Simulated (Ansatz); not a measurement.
Two isomers of C4H5NS: A = `Cc1nccs1`, B = `Cc1cncs1`.

Isolated molecules relaxed with PBE0-D4/def2-TZVP in Ansatz; ΔE leaves out vibrations. CBS: MP2 limit from def2 TZ/QZ plus the TZ coupled-cluster correction, frozen cores. Functionals use def2-TZVPP. B3LYP here is the variant with VWN-RPA as its local correlation; programs differ in this.

(1) Which is lower in electronic energy at CCSD(T)/CBS, and by how much? (Best estimate.)

(2) Give E(B) − E(A) in kJ/mol with r2SCAN-D4, B3LYP, PBE0-D4, B2PLYP, LDA (SPW92), ωB97M-V, HF/def2-TZVPP. (Best estimate.)

Largest T1 diagnostic: 0.014.

## Answers

(1) Ansatz gave: A, by 8.7 kJ/mol.

(2) Computed: r2SCAN-D4 8.8, B3LYP 8.5, PBE0-D4 8.4, B2PLYP 8.4, LDA (SPW92) 8.8, ωB97M-V 9.0, HF/def2-TZVPP 10.4. None reverses the order clearly.

Leaving LDA and LC-ωPBE aside and taking each functional with its dispersion term where it has one, the values, not all of them listed here, spread over 1.5 kJ/mol, from revPBE-D4 to BHLYP-D4.
